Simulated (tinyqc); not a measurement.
Inside a calculation. Method: Born-Oppenheimer dynamics on the RHF/sto-3g surface (energies and gradients from PySCF), for H2O, spin multiplicity 1. One step of it, computed by the program tinyqc.

Problem. Velocity Verlet step 2. dt = 2 fs = 82.6827 atomic units; x' = x + v dt - g dt^2 / (2m); after the new gradient g', v' = v - (g + g') dt / (2m).

positions after step 1 (bohr):
```
            x          y          z
1O  -0.021157   0.025510  -0.064715
2H  -0.008497   1.377459   1.331319
3H  -0.008302  -1.422419   1.182808
```

velocities after step 1 (bohr per atomic time unit):
```
               x             y             z
1O  -0.000003618   0.000049627   0.000176057
2H   0.000026205  -0.001429154  -0.001426799
3H   0.000031222   0.000641530  -0.001367350
```

gradient after step 1 (hartree/bohr):
```
              x            y            z
1O  -0.00060675  -0.01083682  -0.06365432
2H   0.00036251   0.01467695   0.03852519
3H   0.00024424  -0.00384013   0.02512914
```

masses (electron masses): 1O 29156.946388, 2H 1837.152588, 3H 1837.152588

gradient after step 2 (hartree/bohr):
```
              x            y            z
1O   0.00178494   0.04481848   0.13968588
2H  -0.00118256  -0.12113912  -0.09896510
3H  -0.00060238   0.07632064  -0.04072079
```

Give: positions after step 2; velocities after step 2.

Solution.

positions after step 2 (bohr):
```
          x        y        z
1O  -0.0214   0.0309  -0.0427
2H  -0.0070   1.2320   1.1417
3H  -0.0062  -1.3622   1.0230
```

velocities after step 2 (bohr per atomic time unit):
```
             x           y           z
1O  -0.0000053   0.0000014   0.0000683
2H   0.0000447   0.0009666  -0.0000667
3H   0.0000393  -0.0009895  -0.0010165
```
